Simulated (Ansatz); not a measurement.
Relaxation of C2H3FO2 (8 atoms, charge 0, multiplicity 1), to a largest force component of 0.02 eV/Å in at most 40 steps.

These are results of Ansatz, RKS B3LYP/6-31G*, not measurements.

```xyz
8
Properties=species:S:1:pos:R:3
O -0.931 -0.328 -1.658
C -0.044 -0.011 -2.310
O 0.831 0.303 -2.974
C -0.025 0.004 1.436
F 1.000 0.054 0.533
H 0.309 -0.582 2.293
H -0.878 -0.467 0.948
H -0.261 1.026 1.732
```

Question: Where does it end, and by what steps?

Answer: It converged. The force dipped under the threshold on the way, but the program's further checks kept it going. After 11 steps the energy has fallen by 0.126 eV; F5 moved furthest, 0.36 Å.

```tsv
step	energy less start (eV)	largest force component (eV/Å)	accepted
0	0.0000	2.348	yes
1	-0.1095	0.283	yes
2	-0.0827	1.804	no
3	-0.1160	0.140	yes
4	-0.1221	0.341	yes
5	-0.1247	0.059	yes
6	-0.1252	0.009	yes
7	-0.1254	0.017	yes
8	-0.1255	0.033	yes
9	-0.1256	0.024	yes
10	-0.1257	0.009	yes
11	-0.1257	0.006	yes
```

```xyz
8
Properties=species:S:1:pos:R:3
O -1.065 -0.431 -1.750
C -0.032 -0.098 -2.190
O 0.981 0.228 -2.670
C -0.017 0.048 1.368
F 0.867 0.316 0.329
H 0.421 -0.712 2.025
H -0.959 -0.319 0.951
H -0.195 0.968 1.936
```

Run time: 52 s on 1 thread of AMD EPYC 7R43 64-Core Processor (Zen 3), on a shared host, peak memory 0.16 GiB.
